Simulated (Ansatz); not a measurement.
Two isomers of C5H8O: A = `C#CC(C)OC`, B = `O=C1CCCC1`.

Program: Ansatz. Geometries: PBE0-D4/def2-TZVP. ΔE: electronic, gas phase. CCSD(T)/CBS is the MP2 limit (def2-TZVPP, def2-QZVPP) plus CCSD(T) − MP2 in def2-TZVPP, frozen cores. Functionals use def2-TZVPP. B3LYP here is the variant with VWN-RPA as its local correlation; programs differ in this. One conformer a species, not always the lowest.

A:

```xyz
14

C     0.823   -2.245    0.518
C     0.629   -1.088    0.261
C     0.394    0.324   -0.059
C     1.179    0.753   -1.284
O    -0.966    0.590   -0.313
C    -1.796    0.394    0.803
H     0.996   -3.271    0.741
H     0.722    0.919    0.809
H     2.246    0.590   -1.128
H     0.858    0.175   -2.151
H     1.000    1.811   -1.476
H    -2.806    0.668    0.501
H    -1.789   -0.651    1.134
H    -1.488    1.031    1.644
```

B:

Z-matrix (Å, degrees):
```
C
C 1 1.520
C 1 1.524 2 104.9
H 1 1.097 2 106.7 3 117.9
H 1 1.091 2 110.9 3 -125.8
C 2 1.520 1 108.3 3 -11.8
O 2 1.201 1 125.9 3 168.2
C 3 1.533 1 103.8 2 30.8
H 3 1.095 1 109.9 2 -86.3
H 3 1.091 1 113.4 2 153.6
H 6 1.097 2 106.7 1 105.9
H 6 1.090 2 111.0 1 -137.8
H 8 1.095 3 109.6 1 78.9
H 8 1.091 3 112.8 1 -161.6
```

(1) Which isomer does CCSD(T)/CBS put lower? Give the gap. (An estimate is asked.)

(2) Give E(B) − E(A) in kcal/mol with HF/def2-TZVPP, CCSD/def2-TZVPP, B2PLYP, B3LYP-D4, ωB97M-V, CCSD(T)/def2-TZVPP, PBE-D4. (Best estimate.)

Largest T1 diagnostic: 0.013.

Results:

(1) Computed: B, by 54.8 kcal/mol.

(2) The calculation gave: HF/def2-TZVPP -53.9, CCSD/def2-TZVPP -55.5, B2PLYP -54.0, B3LYP-D4 -54.7, ωB97M-V -57.5, CCSD(T)/def2-TZVPP -55.3, PBE-D4 -59.8. None reverses the order clearly.

In def2-TZVPP, CCSD(T) changes the Hartree–Fock value by −1.4 kcal/mol (the triples alone add +0.2 kcal/mol) and MP2 by −1.6 kcal/mol. The D4 term adds −1.0 kcal/mol with B3LYP and −0.4 kcal/mol with PBE0; it sums over pairs of atoms, weighted by their polarisabilities, and B3LYP, whose exchange is more repulsive, gets the larger term.
